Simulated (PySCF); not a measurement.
Gas-phase reaction: 2 SiH2(NH2)2 + trisilylamine + 2 H2 = 5 H3SiNH2

Method: PySCF energies plus ideal-gas RRHO corrections (1 bar). † marks an energy on the PBE0/def2-TZVP geometry and frequencies; other levels use their own. All species are closed-shell singlets. No R ln 2 is added for the mirror-image form of SiH2(NH2)2. SiH2(NH2)2, H3SiNH2: computed as isolated molecules; such fragments, hydroxides, amides, oligomers or adducts are transient or little studied in the gas. The harmonic model lacks anharmonicity and excited electronic states, which grow with temperature; levels with a mode under 35 cm⁻¹ are left out. Internal rotation in SiH2(NH2)2, trisilylamine, H3SiNH2 is treated as a harmonic vibration of one conformer, which makes the entropy rough.

```json
[
 {"level": "BLYP/def2-TZVP†", "ΔE electronic, kJ": "84", "ΔH°(298 K), kJ": "105", "ΔS°(298 K), J/K": "115", "ΔG°(1400 K), kJ": "-21"},
 {"level": "HF/def2-TZVP†", "ΔE electronic, kJ": "77", "ΔH°(298 K), kJ": "97", "ΔS°(298 K), J/K": "115", "ΔG°(1400 K), kJ": "-29"},
 {"level": "PBE/def2-SVP", "ΔE electronic, kJ": "76", "ΔH°(298 K), kJ": "96", "ΔS°(298 K), J/K": "97", "ΔG°(1400 K), kJ": "-5"},
 {"level": "PBE/def2-TZVP†", "ΔE electronic, kJ": "96", "ΔH°(298 K), kJ": "116", "ΔS°(298 K), J/K": "115", "ΔG°(1400 K), kJ": "-10"},
 {"level": "PBE0/def2-SVP†", "ΔE electronic, kJ": "75", "ΔH°(298 K), kJ": "95", "ΔS°(298 K), J/K": "115", "ΔG°(1400 K), kJ": "-31"},
 {"level": "PBE0/def2-TZVP", "ΔE electronic, kJ": "96", "ΔH°(298 K), kJ": "117", "ΔS°(298 K), J/K": "115", "ΔG°(1400 K), kJ": "-9"}
]
```
ΔH° is lowest at PBE0/def2-SVP† and highest at PBE0/def2-TZVP. No reference value is set beside these.
